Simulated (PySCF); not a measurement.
# Structure elucidation problem

An unknown has the formula C₆H₁₄. Its calculated NMR data are:

¹H NMR (600 MHz, computed): δ 1.12 (q, J = 8.5 Hz, 2H), 0.95 (t, J = 8.5 Hz, 3H), 0.90 (s, 9H).

¹³C{¹H} NMR (computed): δ 40.7 (CH2), 32.1 (C), 31.0 (CH3), 11.0 (CH3).

[PySCF 2.14.0 with density-fitted response routines: B3LYP/pcJ-1 coupling constants (without the spin–dipole term); geometry from PBE0-D3(BJ)/def2-SVP; shielding tensors at B3LYP/pcSseg-1 (GIAO); single conformer; fast rotation and ring inversion assumed for equivalent nuclei; no relativistic terms; no solvent]

Chemical shifts δ = σref − σ; TMS for ¹H (31.38 ppm), ¹³C (179.24 ppm), all at this level.

Deduce the structure.

Results:


1. The formula gives 0 degrees of unsaturation.
2. 4 carbon signals for 6 carbons: some carbons are equivalent by symmetry or fast rotation.
3. Carbon types of the structure: 1 × C, 1 × CH2, 4 × CH3, which accounts for all hydrogens.
4. δC 40.7: sp3 CH2; aliphatic region, no heteroatom directly attached.
5. δC 32.1: quaternary sp3 carbon; a saturated carbon with 4 carbon neighbours and no heteroatom attached.
6. δC 31.0, 11.0: methyl carbon; aliphatic region, no heteroatom directly attached.
7. δH 1.12: hydrogen on an sp3 CH2; far from electronegative atoms and π systems.
8. δH 0.95, 0.90: hydrogen on a methyl carbon; far from electronegative atoms and π systems.
9. The protons at 0.95 and 1.12 share a coupling of 8.5 Hz (vicinal).

These data were computed for SMILES CCC(C)(C)C.

This is the structure that produced the data.

Splittings below 1 Hz are ignored in the labels, and close J values are merged. Unscaled 3J(H,H) at this level run about 10 % above measured values. Shifts are as computed. Against solution values, carbons near 30 ppm lie about +2 ppm off and those near 130 ppm about +6 ppm. Of 1211 compounds with measured shifts, 218 miss one by over three times the rms of a fit or turn the order of signals round; such compounds aren't used in these exercises.
